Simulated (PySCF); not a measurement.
H₄N₂.

```xyz
6

N      0.7083     0.0978     0.0736
N     -0.7083    -0.0978     0.0736
H      1.1441    -0.7816     0.3186
H      1.0600     0.3861    -0.8341
H     -1.1441     0.7816     0.3186
H     -1.0600    -0.3861    -0.8341
```
Charge 0, spin multiplicity 1.

Geometry: B3LYP-D3(BJ)/def2-TZVP.

Method: PBE/pcSseg-2 in PySCF. Non-relativistic, no solvent.

Computed absolute GIAO shielding of each atom: isotropic value and principal components (ppm):
| atom | σ(iso) | σ11 | σ22 | σ33 | span |
|---|---|---|---|---|---|
| N1 | 194.0 | 146.1 | 174.5 | 261.3 | 115.2 |
| N2 | 194.0 | 146.1 | 174.5 | 261.3 | 115.2 |
| H3 | 28.7 | 22.3 | 27.4 | 36.4 | 14.1 |
| H4 | 28.6 | 21.3 | 27.7 | 36.8 | 15.5 |
| H5 | 28.7 | 22.3 | 27.4 | 36.4 | 14.1 |
| H6 | 28.6 | 21.3 | 27.7 | 36.8 | 15.5 |
